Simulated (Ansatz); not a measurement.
System: SbSI (Pnma, No. 62). Method: G0W0@PBEsol in Ansatz (hard PAW, contour deformation).

The cell has the measured lattice parameters. Conventional cell: a = 8.4900 Å, b = 4.1600 Å, c = 10.1000 Å, α = 90.00°, β = 90.00°, γ = 90.00°.

The quasiparticle gap at Γ at a fixed k mesh 2×2×1:

```json
[
 {"response cutoff": "75 eV, 967 empty bands", "value (eV)": "2.653"},
 {"response cutoff": "100 eV, 1488 empty bands", "value (eV)": "2.667"},
 {"response cutoff": "125 eV, 2080 empty bands", "value (eV)": "2.678"},
 {"response cutoff": "150 eV, 2734 empty bands", "value (eV)": "2.687"}
]
```

Task: Taking the value to converge with the response cutoff E as E^(−3/2), extrapolate from the last two rows.

Result: With y = y∞ + c/w and weights w = 1398 and 1837 for the last two rows, y∞ = (w2 y2 − w1 y1)/(w2 − w1) = (1837 × 2.687 − 1398 × 2.678)/439 = 2.716 eV, which lies 0.029 beyond the last row. Successive pairs of rows give 2.693, 2.706, 2.716. The limit also hangs on the law assumed, so its last digits aren't firm.

The other settings are not extrapolated, so this is the limit in one setting alone.

The smallest gap on this mesh is 2.63 eV, away from Γ.

Spin–orbit coupling is not included.

Ansatz is a program for electronic structure.
